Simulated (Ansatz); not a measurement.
For hcp V (model structure), PBEsol (plane waves, PAW; Ansatz, an electronic-structure program) gives:

- lattice constant a: 2.576 Å
- lattice parameter c: 4.642 Å

### Question
What does r²SCAN in Ansatz (PAW) give for the same quantities?

### Answer

- lattice constant a: 2.601 Å (rises by 1.0 %)
- lattice parameter c: 4.664 Å (goes up by 0.5 %)

Changes are worked out from the printed values.

Unless a cell is named, each level is at its own relaxed cell (PBEsol 13.34, r²SCAN 13.66 Å³/atom).

The crystal itself was run without spin with PBEsol, r²SCAN; a magnetic state was not tried in these runs.

Ansatz's density-functional and Hartree–Fock values are scalar-relativistic unless marked +SOC, with PAW data made under PBE.

A model structure was made by putting elements into a prototype or built by hand; it is no filed structure, need not be a known phase, and can be a saddle point held by its symmetry.
